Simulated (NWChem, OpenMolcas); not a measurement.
How basis sets differ on NO+ (nitrosonium)

NO+ has 2 atoms, charge +1, and is taken as a singlet. As SMILES, `N#[O+]`. Geometry: the measured bond length.

```tsv
atom	x (Å)	y (Å)	z (Å)
N	0.0000	0.0000	0.0000
O	0.0000	0.0000	1.0632
```

Each level gives the HOMO–LUMO gap (eV). The values are calculated.

```csv
level,kind,program,value (eV),CPU time
B3LYP/STO-3G,global hybrid,OpenMolcas,10.67,2.9 s
B3LYP/3-21G,global hybrid,OpenMolcas,11.01,4.2 s
B3LYP/6-31G* (spherical functions),global hybrid,NWChem,11.52,3.1 s
B3LYP/6-31G* (Cartesian functions),global hybrid,OpenMolcas,11.52,4.8 s
B3LYP/aug-cc-pVTZ,global hybrid,NWChem,11.56,15 s
```

The values span 10.67 to 11.56 eV. Orbital gaps aren't excitation energies. Times are those of the runs behind each value, whatever else they computed, on shared processors of several kinds: orders of magnitude only.
